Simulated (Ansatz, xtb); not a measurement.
## Two isomers of C3H8O2

We compare I, `C[C@H](O)CO`, a singlet, with II, `COCOC`, a singlet. Both are isolated molecules in the gas phase, relaxed with B3LYP/def2-SVP, each in the lowest conformer that the search found.

Quicker runs give these differences E(II) − E(I): GFN2-xTB +1.0 kcal/mol; HF/STO-3G −7.5 kcal/mol (at GFN2-xTB geometries); r2SCAN-D4/def2-SVP +13.7 kcal/mol (at GFN2-xTB geometries).

Q: Which of the two would you expect CCSD(T)/def2-SVP + ΔMP2/def2-TZVPP electronic energies to favour?

A: Structure I; the calculation gives E(II) − E(I) = +17.4 kcal/mol.

The same difference at several levels:

| level | geometry | E(II) − E(I) (kcal/mol) | departure from the last row (kcal/mol) | job, with rough time for the two |
| --- | --- | --- | --- | --- |
| GFN2-xTB | GFN2-xTB | +1.0 | −16.4 | optimisation, 0.092 s |
| HF/STO-3G | GFN2-xTB | −7.5 | −24.9 | single point, 0.26 s |
| r2SCAN-D4/def2-SVP | GFN2-xTB | +13.7 | −3.7 | single point, 1.8 s |
| B3LYP/def2-SVP | B3LYP/def2-SVP | +11.7 | −5.7 | optimisation, 18 s |
| HF/def2-SVP | B3LYP/def2-SVP | +11.4 | −6.0 | part of the CCSD(T) run |
| MP2/def2-SVP | B3LYP/def2-SVP | +17.4 | 0.0 | part of the CCSD(T) run |
| CCSD(T)/def2-SVP | B3LYP/def2-SVP | +15.4 | −2.0 | single point |
| CCSD(T)/def2-SVP + ΔMP2/def2-TZVPP | B3LYP/def2-SVP | +17.4 |  | single point, 22 s |

As drawn, II has 2 C–O, 2 C–H in place of 2 C–C, 2 O–H.

HF/STO-3G puts the two in the other order. The largest departure from CCSD(T)/def2-SVP + ΔMP2/def2-TZVPP is that of HF/STO-3G, 24.9 kcal/mol. The last row adds to CCSD(T) the change of the MP2 difference between the two basis sets, here +2.0 kcal/mol.

With harmonic frequencies from B3LYP/def2-SVP (ideal gas, rigid rotor, one conformer each, 298.15 K, 1 atm): the zero-point term adds −0.2 kcal/mol; ΔH is +17.4 and ΔG +17.0 kcal/mol.

The correlated steps freeze 5 core orbitals. Codes used: Ansatz 0.2.0, xtb 6.7.1; the last row on 2 threads of Intel(R) Xeon(R) 6975P-C (Granite Rapids) on a shared host.
